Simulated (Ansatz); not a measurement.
Isolated molecules relaxed with PBE0-D4/def2-TZVP in Ansatz; ΔE leaves out vibrations. CCSD(T)/CBS is extrapolated from def2-TZVPP and def2-QZVPP, frozen cores. Functionals use def2-TZVPP. B3LYP here is the variant with VWN-RPA as its local correlation; programs differ in this. One conformer a species, not always the lowest.

Reaction (ligand exchange at the Si–S bond): `S[Si]Cl` + NH₃ → `N[Si]Cl` + H₂S

| level | ΔE (kJ/mol) | difference from CCSD(T)/CBS |
| --- | --- | --- |
| LDA (SPW92) | -7.6 | 1.7 |
| revPBE-D4 | 1.7 | 11.0 |
| r2SCAN-D4 | -5.6 | 3.7 |
| B3LYP-D4 | -9.2 | 0.1 |
| ωB97X-V | -14.7 | -5.4 |
| ωB97M-V | -12.5 | -3.2 |
| PBE-QIDH | -7.8 | 1.5 |
| PBE | -0.2 | 9.1 |
| BLYP | -8.5 | 0.8 |
| B3LYP | -11.5 | -2.2 |
| r2SCAN0 | -7.7 | 1.6 |
| LC-ωPBE | -15.9 | -6.6 |
| CCSD/def2-SVP | -21.4 | -12.1 |
| HF/def2-TZVPP | -22.4 | -13.1 |
| HF/def2-QZVPP | -23.1 | -13.8 |
| SCS-MP2/def2-QZVPP | -12.2 | -2.9 |
| CCSD(T)/CBS | -9.3 | 0 |

What do rigid-rotor, harmonic-oscillator terms from PBE0-D4/def2-TZVP frequencies (298.15 K, 1 bar) make of the CCSD(T)/CBS value? (Best estimate.)

Ansatz gave: ΔZPE = -7.6 kJ/mol, ΔH = -17.3 kJ/mol, ΔS = 2 J/(mol·K), ΔG = -17.9 kJ/mol.

Largest T1 diagnostic among the species: 0.014.

From BLYP to BHLYP (50 % exact exchange), in def2-TZVPP and without D4, ΔE moves by −8.2 kJ/mol. At CCSD(T), def2-SVP lies −9.8 kJ/mol from the extrapolated value and def2-TZVPP −2.8 kJ/mol.
